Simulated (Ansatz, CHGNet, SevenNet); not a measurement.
## Rutile CrO2: properties by level of theory

Reference values: lattice constant a 4.419 Å (measured, room temperature, not corrected to a static lattice; as tabulated in Hiroi (2015), arXiv:1503.02262); lattice parameter c 2.915 Å (measured, room temperature, not corrected to a static lattice; as tabulated in Hiroi (2015), arXiv:1503.02262).

```
level (code)            equilibrium lattice constant a (Å)  lattice parameter c (Å)
----------------------  ----------------------------------  -----------------------
CHGNet-r²SCAN (CHGNet)                               4.384                    2.959
SevenNet-0 (SevenNet)                                4.500                    2.977
PBE (Ansatz)                                         4.444                    2.921
PBEsol (Ansatz)                                      4.392                    2.888
PBE-D4 (Ansatz)                                 (withheld)                    2.907
```

### Question
Some entries are withheld; supply them.

### Answer

- PBE-D4 (Ansatz, a first-principles code), equilibrium lattice constant a (Å): 4.407

Differences from the reference values (errors of the level alone only where the reference is corrected to a static lattice):

| level | lattice constant a (%) | lattice parameter c (%) |
|---|---|---|
| CHGNet-r²SCAN | -0.79 | +1.51 |
| SevenNet-0 | +1.83 | +2.13 |
| PBE | +0.57 | +0.21 |
| PBEsol | -0.61 | -0.93 |
| PBE-D4 | -0.27 | -0.27 |

Nearest: lattice constant a, not ranked (reference at room or unstated temperature); lattice parameter c, not ranked (reference at room or unstated temperature).

Machine-learned potentials (CHGNet-r²SCAN, SevenNet-0) are trained on DFT data, which may include these solids.

Ansatz's density-functional and Hartree–Fock values are scalar-relativistic unless marked +SOC, with PAW data made under PBE.

Spin-polarised runs: PBE (parallel moments), PBEsol (parallel moments), PBE-D4 (parallel moments).

Differences are worked out from the printed values.

Static lattice: no zero-point or thermal effects.
